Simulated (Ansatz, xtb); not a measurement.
# Two isomers of C5H7N

We compare I, `C#C[C@@H]1C[C@H]1N`, a singlet, with II, `C#C[C@@H]1C[C@@H]1N`, a singlet. Both are isolated molecules in the gas phase, relaxed with PBE0-D3(BJ)/def2-SVP; the shapes shown needn't be the lowest conformers.

I (Å):

```xyz
13

C    -2.1435   -0.2964    2.5144
C    -1.1270   -0.0055    1.9215
C     0.0737    0.3492    1.2168
C     0.2532    1.7420    0.6365
C     0.0653    0.5635   -0.2738
N     1.1043   -0.0169   -1.0621
H    -3.0427   -0.5594    3.0394
H     0.9832   -0.1186    1.6130
H     1.2552    2.1742    0.7116
H    -0.5695    2.4490    0.7696
H    -0.9223    0.4776   -0.7395
H     1.2668    0.5419   -1.8982
H     1.9831   -0.0367   -0.5494
```

II (Å):

```yaml
atoms:
  - { symbol: C, position_ang: [-2.0373, 1.5917, 1.7983] }
  - { symbol: C, position_ang: [-0.9158, 1.1515, 1.6523] }
  - { symbol: C, position_ang: [0.3888, 0.5966, 1.4422] }
  - { symbol: C, position_ang: [1.2521, 1.1075, 0.3024] }
  - { symbol: C, position_ang: [0.6297, -0.2324, 0.1699] }
  - { symbol: N, position_ang: [-0.3759, -0.4662, -0.8062] }
  - { symbol: H, position_ang: [-3.0219, 1.9943, 1.9460] }
  - { symbol: H, position_ang: [0.9099, 0.2739, 2.3500] }
  - { symbol: H, position_ang: [0.8346, 1.9196, -0.3000] }
  - { symbol: H, position_ang: [2.3277, 1.1828, 0.4779] }
  - { symbol: H, position_ang: [1.2926, -1.0918, 0.3194] }
  - { symbol: H, position_ang: [-0.9157, 0.3794, -0.9774] }
  - { symbol: H, position_ang: [-1.0382, -1.1638, -0.4706] }
```

Problem. Which of the two would you expect CCSD(T)/def2-SVP + ΔMP2/def2-TZVPP electronic energies to favour?

Solution. CCSD(T)/def2-SVP + ΔMP2/def2-TZVPP gives E(II) − E(I) = −7.42 kJ/mol, slightly favouring structure II, which is too small a margin to settle the true order.

Level by level:

| level | geometry | E(II) − E(I) (kJ/mol) | departure from the last row (kJ/mol) | job, with rough time for the two |
| --- | --- | --- | --- | --- |
| GFN2-xTB | GFN2-xTB | −3.61 | +3.81 | optimisation, 0.31 s |
| HF/STO-3G | GFN2-xTB | −2.53 | +4.89 | single point, 1 s |
| r2SCAN-D4/def2-SVP | GFN2-xTB | −10.68 | −3.26 | single point, 7.8 s |
| PBE0-D3(BJ)/def2-SVP | PBE0-D3(BJ)/def2-SVP | −9.69 | −2.27 | optimisation, 1.9 min |
| HF/def2-SVP | PBE0-D3(BJ)/def2-SVP | −5.66 | +1.76 | part of the CCSD(T) run |
| MP2/def2-SVP | PBE0-D3(BJ)/def2-SVP | −8.32 | −0.90 | part of the CCSD(T) run |
| CCSD(T)/def2-SVP | PBE0-D3(BJ)/def2-SVP | −7.52 | −0.10 | single point |
| CCSD(T)/def2-SVP + ΔMP2/def2-TZVPP | PBE0-D3(BJ)/def2-SVP | −7.42 |  | single point, 87 s |

As drawn, both hold the same kinds of bond in the same numbers.

The largest departure from CCSD(T)/def2-SVP + ΔMP2/def2-TZVPP is that of HF/STO-3G, 4.89 kJ/mol. The last row adds to CCSD(T) the change of the MP2 difference between the two basis sets, here +0.10 kJ/mol.

With thermal terms from frequencies at re-optimised GFN2-xTB minima (ideal gas, soft modes damped towards free rotors, one conformer each, 298.15 K, 1 atm): the zero-point term adds +0.37 kJ/mol; ΔH is −7.19 and ΔG −6.97 kJ/mol.

The correlated steps freeze 6 core orbitals. Codes used: Ansatz 0.2.0, xtb 6.7.1; the last row on 2 threads of Intel(R) Xeon(R) Processor @ 2.50GHz (Skylake/Cascade Lake) on a shared host.
